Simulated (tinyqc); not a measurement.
Worked calculation: CIS on RHF in the sto-6g basis, for BH2+, spin multiplicity 1. One step of it, computed by the program tinyqc.

Problem. CIS triplet states. Diagonalise A (1 hartree = 27.211386 eV); each vector has its largest component positive (the first on a tie).

CIS matrix A, triplet (hartree):
```
           1>4       1>5        1>6        1>7        2>4       2>5        2>6        2>7
1>4   7.087651  0.000000  -0.086184   0.000000   0.012365  0.000000  -0.000436   0.000000
1>5   0.000000  7.128888   0.000000   0.000000   0.000000  0.009081   0.000000   0.000000
1>6  -0.086184  0.000000   7.653336   0.000000  -0.000436  0.000000   0.007003   0.000000
1>7   0.000000  0.000000   0.000000   7.660869   0.000000  0.000000   0.000000   0.008017
2>4   0.012365  0.000000  -0.000436   0.000000   0.281217  0.000000  -0.022286   0.000000
2>5   0.000000  0.009081   0.000000   0.000000   0.000000  0.327161   0.000000   0.000000
2>6  -0.000436  0.000000   0.007003   0.000000  -0.022286  0.000000   0.716730   0.000000
2>7   0.000000  0.000000   0.000000   0.008017   0.000000  0.000000   0.000000   0.760098
3>4   0.000000  0.000000   0.000000   0.009137   0.000000  0.000000   0.000000   0.071606
3>5   0.000000  0.000000   0.000000   0.000000   0.000000  0.000000   0.000000   0.000000
3>6   0.000000  0.000000   0.000000  -0.009417   0.000000  0.000000   0.000000  -0.113662
3>7   0.009137  0.000000  -0.009417   0.000000   0.071606  0.000000  -0.113662   0.000000

           3>4       3>5        3>6        3>7
1>4   0.000000  0.000000   0.000000   0.009137
1>5   0.000000  0.000000   0.000000   0.000000
1>6   0.000000  0.000000   0.000000  -0.009417
1>7   0.009137  0.000000  -0.009417   0.000000
2>4   0.000000  0.000000   0.000000   0.071606
2>5   0.000000  0.000000   0.000000   0.000000
2>6   0.000000  0.000000   0.000000  -0.113662
2>7   0.071606  0.000000  -0.113662   0.000000
3>4   0.139361  0.000000  -0.001980   0.000000
3>5   0.000000  0.205941   0.000000   0.000000
3>6  -0.001980  0.000000   0.574078   0.000000
3>7   0.000000  0.000000   0.000000   0.589148
```

Give: triplet excitation energies; lowest vectors.

Solution.

triplet excitation energies (eV): 3.562  5.604  7.220  8.902  14.213  14.484  21.481  22.321  192.516  193.987  208.464  208.608

lowest vectors:
```
     state 1  state 2  state 3  state 4  state 5  state 6
1>4    0.000    0.000   -0.001    0.000    0.000   -0.001
1>5    0.000    0.000    0.000   -0.001    0.000    0.000
1>6    0.000    0.000    0.000    0.000    0.000    0.001
1>7   -0.001    0.000    0.000    0.000    0.001    0.000
2>4    0.000    0.000    0.976    0.000    0.000    0.188
2>5    0.000    0.000    0.000    1.000    0.000    0.000
2>6    0.000    0.000   -0.007    0.000    0.000    0.532
2>7   -0.118    0.000    0.000    0.000    0.412    0.000
3>4    0.993    0.000    0.000    0.000    0.072    0.000
3>5    0.000    1.000    0.000    0.000    0.000    0.000
3>6   -0.026    0.000    0.000    0.000    0.908    0.000
3>7    0.000    0.000   -0.218    0.000    0.000    0.826
```
